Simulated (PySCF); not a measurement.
Species: 2-butynal, C₄H₄O.
SMILES: `CC#CC=O`

The calculation used PySCF, PBE0-D3(BJ)/def2-SVP geometry optimisation, gas phase.

Take the most abundant isotopes and a rigid rotor. 

Give the principal moments of inertia and the rotational constants in MHz.

Ia = 11.62, Ib = 239.90, Ic = 248.33 u·Å²; 505379 MHz·u·Å²/I gives A = 43493, B = 2107, C = 2035 MHz.

Classify the top.

A near-prolate asymmetric top. Ray's parameter κ = (2B − A − C)/(A − C) = -0.997; −1 is the prolate and +1 the oblate limit.

What does the inertial defect say?

Not planar: Δ = Ic − Ia − Ib = -3.19 u·Å². For a rigid frame Δ = −2 Σ m c², so Σ m c² = 1.59 u·Å² lies off the ab plane, practically all of it from hydrogen. The atom farthest from that plane is 1.03 Å away.

Give the coordinates in the principal-axis frame, origin at the centre of mass.

The sense of each axis is arbitrary; atoms in the order of the calculation.
```tsv
atom	mass (u)	a (Å)	b (Å)	c (Å)
C1	12.000	-2.637	-0.154	0.000
C2	12.000	-1.202	0.043	-0.003
C3	12.000	0.004	0.192	0.002
C4	12.000	1.430	0.428	0.000
O5	15.995	2.268	-0.438	0.000
H6	1.008	-2.908	-1.099	-0.496
H7	1.008	-3.154	0.670	-0.516
H8	1.008	-3.014	-0.194	1.034
H9	1.008	1.713	1.510	-0.003
```

Which lines would a microwave search look for?

The dipole components are |μa| = 3.61 D, |μb| = 1.35 D, |μc| = 0.03 D. Intensities carry the squares of the components, which stand as 1.00 : 0.14 : 0.00 (a : b : c). Some lines, for components of 0.1 D or more:

| type | branch | J(Ka,Kc) | MHz | lower level (cm⁻¹) |
| --- | --- | --- | --- | --- |
| a | Q | 3(1,2) ← 3(1,3) | 429 | 2.203 |
| a | R | 1(0,1) ← 0(0,0) | 4142 | 0.000 |
| a | R | 3(1,3) ← 2(1,2) | 12318 | 1.793 |
| a | R | 3(2,2) ← 2(2,1) | 12425 | 5.941 |
| a | R | 3(2,1) ← 2(2,0) | 12426 | 5.941 |
| a | R | 3(1,2) ← 2(1,1) | 12532 | 1.800 |
| b | Q | 3(1,2) ← 3(0,3) | 41637 | 0.829 |
| b | R | 3(1,3) ← 2(0,2) | 53633 | 0.414 |
| b | Q | 2(2,0) ← 2(1,1) | 124159 | 1.800 |
| b | Q | 2(2,1) ← 2(1,2) | 124373 | 1.793 |
| b | R | 2(2,1) ← 1(1,0) | 132514 | 1.521 |
| b | R | 3(2,1) ← 2(1,2) | 136799 | 1.793 |
| b | R | 3(3,0) ← 2(2,1) | 219535 | 5.941 |

Whether it is a minimum is left open (no frequencies). Zero-point vibration and centrifugal distortion are left out. A rigid rotor knows nothing of internal rotation, which can split or shift real lines.
